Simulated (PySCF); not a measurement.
# H4N (ammonium): the cost of one run

The runs use PySCF 2.14.0, with density-fitted response routines of our own; the level of theory stands in each step. All values are computed, except where a source is named. Atoms are numbered from 0 throughout.

## 1. The molecule as given

5 atoms, charge 1, multiplicity 1; geometry from: GFN2-xTB. The atoms were then displaced at random by about 0.01 Å, so the start is not that level's minimum.

Bonds of the start (Å): N0–H1 1.00, N0–H2 1.05, N0–H3 1.02, N0–H4 1.05.

## 2. Relaxing the molecule at PBE0-D3(BJ)/def2-TZVP

What the job is given:

```
{"job": {"xc": "PBE0", "basis": "def2-TZVP", "d3": "d3bj", "grid": 2, "shake": 0.01, "kind": "geom"}, "charge": 1, "multiplicity": 1}
N      0.022150    -0.025000     0.000740
H      0.860900    -0.562800    -0.014270
H      0.164380     0.920330    -0.432190
H     -0.284740     0.125440     0.964060
H     -0.729120    -0.491940    -0.556220
```

The run is started by

```console
> OMP_NUM_THREADS=1 python probes_run.py task.json out
```

One launch serves the whole session: the jobs run in the order shown.

**Question.** How long does this first job take on 1 thread of Arm Neoverse N1, shared host, and how much memory does it need?

About 6.3 s, with a peak of 0.28 GiB.
